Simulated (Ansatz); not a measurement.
Born–Oppenheimer molecular dynamics of F$_{2}$H$_{2}$Si (5 atoms, charge 0, multiplicity 1). It starts from a relaxed structure.

Computed with RKS r2SCANh/def2-SVP (Ansatz 0.2.0).

* ensemble: NVE (velocity Verlet)
* time step: 1 fs
* steps asked: 250
* starting velocities drawn for: 400 K
* seed: 911808

First frame:

```xyz
5
Properties=species:S:1:pos:R:3
Si -0.025 0.000 -0.017
F 0.001 0.000 1.592
F 1.501 0.000 -0.529
H -0.676 1.242 -0.478
H -0.676 -1.242 -0.478
```

Question: How far do the bonds stretch over the last three quarters of this one trajectory? (Pairs bonded in most of those frames.)

Answer: 
```csv
bond,mean (Å),spread (Å),shortest,longest
Si1–F2,1.610,0.020,1.58,1.64
Si1–F3,1.611,0.029,1.57,1.66
Si1–H4,1.484,0.051,1.41,1.56
Si1–H5,1.479,0.015,1.45,1.50
```

Mean temperature of the second half: 199 K. The conserved energy stayed within 0.68 meV per atom of its start (net change 0.32 meV per atom), so the integration is sound. Over the second half the temperature averaged 0.50 of the 400 K drawn at the start: a run that starts near a minimum puts about half its kinetic energy into the potential. A run of 0.25 ps of so small a system gives no equilibrium averages.

Run time: 8.5 min on 1 thread of Arm Neoverse V1 (shared host), peak memory 0.11 GiB.
